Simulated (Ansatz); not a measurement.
Correlation energies of AlH6N, SMILES `[NH3+][AlH3-]` by basis set

```xyz
8

N    -0.083   -0.035   -0.987
Al    0.089    0.038    1.066
H     0.068   -0.977   -1.331
H     0.599    0.572   -1.430
H    -1.006    0.262   -1.285
H     1.602   -0.471    1.216
H    -1.078   -0.989    1.459
H    -0.192    1.599    1.293
```

The species carries charge 0 and has multiplicity 1. The geometry is a stationary point of PBE0-D4/def2-TZVP. Frozen core, restricted reference, the Gaussian-basis code of Ansatz. CBS rows extrapolate triple and quadruple zeta; past MP2 they add the triple-zeta difference.

| basis | HF (Eh) | MP2 corr. |
| --- | --- | --- |
| def2-SVP | -299.75309 | -0.26911 |
| def2-TZVPP | -299.90570 | -0.33410 |
| def2-QZVPP | -299.91610 | -0.35707 |

Question: Estimate the CCSD correlation energy and the (T) correction in each basis where they were run (hartree).

Answer: 
```
     basis  CCSD corr.       (T)
  def2-SVP    -0.30625  -0.00573
def2-TZVPP    -0.36918  -0.01002
 CBS(def2)    -0.40918     as TZ
```
